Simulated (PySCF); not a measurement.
Compound: cyclopropylmethylamine, C4H9N.
Z-matrix (Å and degrees, PBE0-D3(BJ)/def2-SVP geometry), rows numbered from 1:
```
N 
C   1  1.4484
C   2  1.5049  1  110.61
C   3  1.5030  2  119.73  1    85.27
C   3  1.4971  2  120.56  1   155.97
H   1  1.0172  2  110.93  3  -179.95
H   1  1.0185  2  109.90  3   -62.15
H   2  1.1137  1  114.77  3   122.49
H   2  1.1041  1  108.32  3  -119.48
H   3  1.0951  2  113.51  1   -57.87
H   4  1.0930  3  118.68  5   108.27
H   4  1.0949  3  117.74  5  -107.32
H   5  1.0941  3  117.88  4   107.79
H   5  1.0929  3  118.31  4  -108.38
```

Linear response at CAM-B3LYP/def2-SVPD (PySCF, frozen core in the response, non-relativistic).

Static isotropic polarisability: 56.40 au (8.36 Å³), principal values 50.8, 55.1, 63.3 au.

(1) What is the polarisability at 1064 nm and at the sodium D line?

(2) What is the isotropic C6 coefficient between two such molecules, C6 = (3/π)∫α(iω)² dω?

(3) Which effective excitation energy ω̄ makes London's formula C6 = (3/4)α²ω̄ exact here?

(4) What n − 1 at the D line would an ideal gas of it have at 273.15 K and 1 atm (2.6868 × 10¹⁹ cm⁻³), by n − 1 = 2π·N·α′?

(5) The lowest 6 singlets have (eV, f): 6.39, 0.011; 7.44, 0.017; 7.74, 0.014; 7.83, 0.047; 8.11, 0.011; 8.31, 0.004. What share of the static polarisability do they carry in the sum over states α = Σ f/ω²?

(6) What molar refraction at the D line follows from R = (4π/3)·N_A·α′, with α′ the polarisability volume?

(7) What three-body coefficient follows from the one-pole estimate C9 = (3/4)·α·C6?

(8) How many electrons N does the Slater–Kirkwood formula C6 = (3/4)·√N·α^(3/2) need to give this C6?

(9) How anisotropic is the static polarisability, by Δα² = ½[(α1 − α2)² + (α2 − α3)² + (α3 − α1)²]?

Answers

(1) 56.79 au at 1064 nm (+0.7 %), 57.69 au at 589.3 nm (+2.3 %). The rise at 589.3 nm is 3.34 times that at 1064 nm; a pure ω² law gives 3.26. The lowest singlet lies at 194 nm, shorter than both wavelengths.

(2) 1414 au (Eh·bohr⁶) by a ten-point quadrature over imaginary frequencies, which is 845 eV·Å⁶ or 81.5 J·nm⁶/mol.

(3) ω̄ = 4·C6/(3α²) = 0.593 Eh = 16.1 eV. A one-pole form α(ω) = α/(1 − ω²/ω̄²) fitted to the 1064 nm value gives 14.1 eV.

(4) 14.43 × 10⁻⁴, a formal value whether or not that pressure can be reached.

(5) 1.32 au, 2.3 % of α; the largest term, 0.56 au, is that of the state at 7.83 eV. Their oscillator strengths add up to 0.10. Higher states carry the rest.

(6) α′ = 8.55 Å³ gives R = 21.57 cm³/mol, for isolated, non-vibrating species.

(7) 59800 au. This is an estimate from the two numbers above, not a computed integral.

(8) N = (4·C6/3)²/α³ = 19.8; the species has 40 electrons in all.

(9) Δα = 11.0 au, or 0.20 of the isotropic value.

One conformer stands for the species.
